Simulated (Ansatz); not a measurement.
C2H3NS, SMILES `SC1=NC1`. Charge 0, multiplicity 1.

Cartesian coordinates in Å:
```
S 2.0169 -0.3434 0.2077
C 0.4245 -0.0918 -0.3625
N -0.2069 -0.0333 -1.4428
C -0.9760 0.1641 -0.1435
H 1.6999 -0.2252 1.5065
H -1.3202 1.1722 0.0736
H -1.6382 -0.6425 0.1610
```

Question: List the harmonic frequencies (cm⁻¹, unscaled) at PBE0-D4/def2-TZVP in Ansatz. (Estimate.)

Answer: Ansatz gave: 254, 313, 401, 561, 840, 946, 991, 1054, 1114, 1321, 1506, 1791, 2718, 3097, 3185.

Question: Is this a minimum?

Answer: Yes, all 15 modes are real.

Question: Give the ideal-gas thermochemistry at 298.15 K and 1 bar (rigid rotor, harmonic oscillator; point group Cs, symmetry number 1).

Answer: Zero-point energy 120.2 kJ/mol; H(298) − E = 134.3 kJ/mol; entropy 285.7 J/(mol·K), of which translation 162.4, rotation 102.0, vibration 21.3; G(298) − E = 49.1 kJ/mol.

Question: Rotational constants (cm⁻¹)?

Answer: 0.8151, 0.1314, 0.1158.
